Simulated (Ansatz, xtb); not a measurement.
**Ranking isomers of H2OSSi**

3 gas-phase structures of H2OSSi, found in a search over its isomers (lower ones may exist). Each was relaxed with GFN2-xTB; where two conformers were screened, the lower at r2SCAN-D4/def2-SVP is listed:

A. a singlet given by its coordinates
B. `O=[SiH]S`, a singlet
C. `O[SiH]=S`, a singlet

A (Å):

```yaml
atoms:
  - { symbol: O, position_ang: [-4.5283, -0.3920, 0.5090] }
  - { symbol: S, position_ang: [-2.0490, -0.0176, 2.0992] }
  - { symbol: Si, position_ang: [-4.0707, -0.8794, 1.9707] }
  - { symbol: H, position_ang: [-4.0291, 0.1342, -0.1182] }
  - { symbol: H, position_ang: [-1.7986, -0.4814, 3.3118] }
```

Close contacts (Å): O1–Si3 1.61, S2–Si3 2.20, O1–H4 0.96, S2–H5 1.32.

Task: Make a reasoned guess at their ranking by r2SCAN-D4/def2-SVP single-point energy.

Result: Calculated order at r2SCAN-D4/def2-SVP: C (0.0), A (11.9), B (20.8) kcal/mol.

Energies above the lowest of each column, in kcal/mol; the last columns are at PBE0-D3(BJ)/pcseg-1 geometries:

```csv
structure,GFN2-xTB,HF/STO-3G,r2SCAN-D4/def2-SVP,PBE0-D3(BJ)/pcseg-1,CCSD(T)/def2-TZVPP
C,1.9,20.4,0.0,0.0,0.0
A,28.8,0.0,11.9,10.2,11.1
B,0.0,35.1,20.8,19.1,19.5
```

CCSD(T)/def2-TZVPP puts C lowest; GFN2-xTB picks B, HF/STO-3G picks A. Flexible structures stand in one conformer each, not always the lowest.

Programs: Ansatz 0.2.0, xtb 6.7.1.
